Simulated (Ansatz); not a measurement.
**[NO2]+ (SMILES O=[N+]=O) at 6 levels**

Wanted: a comparison of 6 runs (UHF/STO-3G, BLYP/STO-3G, CAM-B3LYP/STO-3G, UPBE0/STO-3G, r2SCAN0/STO-3G, MP2/STO-3G) of [NO2]+. 

Program for the calculation: Ansatz 0.2.0.

12 further runs of the same task are left out: 10 that didn't finish, 2 set aside as unsound or not needed.

## (1) The structure to begin with

The species is [NO2]+ (3 atoms), meant as a singlet with charge +1. As SMILES, `O=[N+]=O`. The N2–O1 distance was set to 1.665 Å, away from the relaxed value.

Bond lengths: N2–O3 1.110 Å. A long bond or contact: O1–N2 1.665 Å.

## (2) The energy at UHF/STO-3G (run 1)

input.yaml reads:

```yaml
crystal:
  periodic: [false, false, false]
  atoms:
    - {symbol: O, position_ang: [-0.859484, 1.390565, -0.314377]}
    - {symbol: N, position_ang: [-0.000010, -0.000010, -0.000000]}
    - {symbol: O, position_ang: [0.572990, -0.927010, 0.209580]}
basis:
  gaussian:
    orbitals: STO-3G
total_charge: 1
magnetization:
  spin_polarized: true
hamiltonian:
  xc: hf
accuracy: high
```

Run with:

```
$ ansatz run input.yaml --threads 1 --pin off --max-ram 3480MiB --events-out events.jsonl --progress --plain --runs-dir runs
```

Log:

```text
Warning: RAYON_NUM_THREADS=1 ignored (pool sized by the plan → 1); use --threads N
[... 51 lines left out ...]
Total energy: -5467.66409489 eV, -200.9329493715 hartree
```

Run time: 2.6 s. Hardware: 1 thread of Intel Xeon Platinum 8488C (Sapphire Rapids), shared host.

## (3) The energy at BLYP/STO-3G (run 2)

job.yaml reads:

```yaml
crystal:
  periodic: [false, false, false]
  atoms:
    - {symbol: O, position_ang: [-0.859484, 1.390565, -0.314377]}
    - {symbol: N, position_ang: [-0.000010, -0.000010, -0.000000]}
    - {symbol: O, position_ang: [0.572990, -0.927010, 0.209580]}
basis:
  gaussian:
    orbitals: STO-3G
total_charge: 1
hamiltonian:
  xc: {name: BLYP}
accuracy: high
```

Run with:

```
$ ansatz run job.yaml --threads 1 --pin off --max-ram 3480MiB --events-out events.jsonl --progress --plain --runs-dir runs
```

Log:

```text
Warning: RAYON_NUM_THREADS=1 ignored (pool sized by the plan → 1); use --threads N
Functional definition: BLYP
  name "BLYP"
  parameter beta = 0.0042
  parameter a = 0.04918
  parameter b = 0.132
  parameter c = 0.2533
  parameter d = 0.349
  exchange = b88_x(beta = beta)
  correlation = lyp_c(a = a, b = b, c = c, d = d)
245 factors; integrals over basis functions are off by at most 2.3e-8 eV
mean field evaluation 1: about -5487.6307 eV, gradient 3.1e1 eV
mean field evaluation 2: about -5338.3107 eV, gradient 1.0e2 eV
mean field evaluation 4: about -5455.8527 eV, gradient 9.8e1 eV
mean field evaluation 8: about -5491.9539 eV, gradient 3.3e-3 eV
mean field evaluation 16: about -5491.8839 eV, gradient 3.1e-9 eV
mean field -5491.88387514 eV, -201.8230098789 hartree, gradient 3.9e-9 eV, S^2 0.000000; 0 other end points of the search recorded, 0 dependent functions left out
reference -5491.88389665 eV, -201.8230106694 hartree; 11, 11 occupied and 4, 4 virtual orbitals, 245 factors
Total energy: -5491.88389665 eV, -201.8230106694 hartree
```

Wall time 0.58 s (1 thread of Intel Xeon Platinum 8488C (Sapphire Rapids), shared host).

Runs 3 to 4 aren't shown in full; the table further down has their settings and results.

## (4) A single-point energy at r2SCAN0/STO-3G (run 5)

in.yaml reads:

```yaml
crystal:
  periodic: [false, false, false]
  atoms:
    - {symbol: O, position_ang: [-0.859484, 1.390565, -0.314377]}
    - {symbol: "N", position_ang: [-0.000010, -0.000010, -0.000000]}
    - {symbol: O, position_ang: [0.572990, -0.927010, 0.209580]}
basis:
  gaussian: {orbitals: STO-3G}
total_charge: 1
hamiltonian: {xc: {name: r2SCAN0}}
accuracy: high
```

Run with:

```
$ ansatz run in.yaml --threads 1 --pin off --max-ram 3480MiB --events-out events.jsonl --progress --plain --runs-dir runs
```

Log:

```text
Warning: RAYON_NUM_THREADS=1 ignored (pool sized by the plan → 1); use --threads N
Functional definition: r2SCAN0
  name "r2SCAN0"
  parameter a = 0.25
  parameter k0 = 0.174
  parameter k1 = 0.065
  parameter a1 = 4.9479
  exchange = (1 - a)*r2scan_x(k0 = k0, k1 = k1, a1 = a1) + a*exact_x
  correlation = r2scan_c
245 factors; integrals over basis functions are off by at most 2.3e-8 eV
mean field evaluation 1: about -5484.2403 eV, gradient 3.6e1 eV
mean field evaluation 2: about -5348.8913 eV, gradient 1.1e2 eV
mean field evaluation 4: about -5475.8536 eV, gradient 5.9e1 eV
mean field evaluation 8: about -5489.3854 eV, gradient 8.5e-3 eV
mean field evaluation 16: about -5489.3649 eV, gradient 4.7e-9 eV
mean field -5489.36493051 eV, -201.7304403711 hartree, gradient 7.1e-9 eV, S^2 0.000000; 0 other end points of the search recorded, 0 dependent functions left out
reference -5489.36493060 eV, -201.7304403744 hartree; 11, 11 occupied and 4, 4 virtual orbitals, 245 factors
Total energy: -5489.36493060 eV, -201.7304403744 hartree
```

It took 2.1 s on 1 thread of Intel Xeon Platinum 8488C (Sapphire Rapids), shared host; peak memory 0.12 GiB.

## (5) A single-point energy at MP2/STO-3G (run 6)

in.yaml reads:

```yaml
crystal:
  periodic: [false, false, false]
  atoms:
    - symbol: O
      position_ang: [-0.859484, 1.390565, -0.314377]
    - symbol: "N"
      position_ang: [-0.000010, -0.000010, -0.000000]
    - symbol: O
      position_ang: [0.572990, -0.927010, 0.209580]
basis:
  gaussian:
    orbitals: STO-3G
total_charge: 1
correlation:
  method: mp2
  frozen_orbitals: {"N": 1, O: 1}
accuracy: high
```

Run with:

```
$ ansatz run in.yaml --threads 1 --pin off --max-ram 3480MiB --events-out events.jsonl --progress --plain --runs-dir runs
```

Log, cut to the lines that bear on the results:

```text
Warning: RAYON_NUM_THREADS=1 ignored (pool sized by the plan → 1); use --threads N
Functional definition: HF
  name "HF"
[...]
245 factors; integrals over basis functions are off by at most 2.3e-8 eV
[...]
mean field -5466.10024155 eV, -200.8754788212 hartree, gradient 7.7e-8 eV, S^2 0.000000; 3 other end points of the search recorded, 0 dependent functions left out; unrestricted orbitals would lower it
3 core orbitals not correlated: weight in the atoms' cores, before any rotation towards them, 1.000 or more for the frozen orbitals, at most 0.000 for the correlated occupied ones
reference -5466.10024155 eV, -200.8754788212 hartree; 8, 8 occupied and 4, 4 virtual orbitals, 245 factors
second order -6.18942288 eV of doubles, -0.00000000 eV of singles
Total energy: -5472.28966443 eV, -201.1029359166 hartree
```

It took 0.12 s on 1 thread of Intel Xeon Platinum 8488C (Sapphire Rapids), shared host.

## (6) The series

```
run             level  frozen core orbitals  energy (Eh)  wall time
  1        UHF/STO-3G                     –  -200.932949      2.6 s
  2       BLYP/STO-3G                     –  -201.823011     0.58 s
  3  CAM-B3LYP/STO-3G                     –  -201.727573     0.89 s
  4      UPBE0/STO-3G                     –  -201.652724       12 s
  5    r2SCAN0/STO-3G                     –  -201.730440      2.1 s
  6        MP2/STO-3G                     3  -201.102936     0.12 s
```

## (7) Results

| quantity | value |
| --- | --- |
| run 6: total energy | -201.10294 Eh |
| run 6: correlation energy (3 core orbitals frozen) | -227.5 mEh |

In words: Totals of different functionals can't be ranked against each other. In run 6 the log says that unrestricted orbitals would lower the reference, so the values rest on an unstable closed-shell determinant (other closed-shell runs at this shape may share the fault). In runs 1, 2, 3, 4, 5, 6 the basis is minimal, so the values are rough. Spin contamination of the reference: run 1 ⟨S²⟩ = 1.52, run 4 ⟨S²⟩ = 0.68. Where it is this large, the reference is a mixture of spin states, and values that rest on it are in doubt. All runs together took 18 s, the longest 12 s.
